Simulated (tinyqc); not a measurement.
Worked calculation: Pariser-Parr-Pople SCF with singles CI, for the molecule c1c[cH-]nc1 (SMILES; centres numbered as the heavy atoms are written). One step of it, computed by the program tinyqc.

Question. Iteration 3: orbitals and new P. Diagonalise F (the basis is taken as orthonormal) and form P = 2 sum c c over the lowest orbitals; 0.5 of the old P is kept.

F (eV), order 1C, 2C, 3C, 4N, 5C:
```
[[0.658751, -4.755676, 0.632609, 0.672669, -4.870438],
 [-4.755676, 0.658483, -4.871218, 0.672458, 0.632293],
 [0.632609, -4.871218, 1.006099, -4.890108, 0.802294],
 [0.672669, 0.672458, -4.890108, -1.537888, -4.890569],
 [-4.870438, 0.632293, 0.802294, -4.890569, 1.005633]]
```

pi electrons, sum of z_r less the charge = 6

P after iteration 2, order 1C, 2C, 3C, 4N, 5C:
```
[[1.194222, 0.637028, -0.229182, -0.240759, 0.667418],
 [0.637028, 1.194222, 0.667443, -0.240715, -0.229153],
 [-0.229182, 0.667443, 1.152102, 0.626225, -0.290693],
 [-0.240759, -0.240715, 0.626225, 1.307330, 0.626258],
 [0.667418, -0.229153, -0.290693, 0.626258, 1.152124]]
```

Give: orbital energies; P after iteration 3.

Answer.

orbital energies (eV): [-8.1351, -4.1845, -3.2799, 8.4929, 8.8978]

P after iteration 3, order 1C, 2C, 3C, 4N, 5C:
```
[[1.1945, 0.6299, -0.2241, -0.2400, 0.6761],
 [0.6299, 1.1945, 0.6761, -0.2400, -0.2241],
 [-0.2241, 0.6761, 1.1356, 0.6187, -0.2997],
 [-0.2400, -0.2400, 0.6187, 1.3396, 0.6187],
 [0.6761, -0.2241, -0.2997, 0.6187, 1.1356]]
```
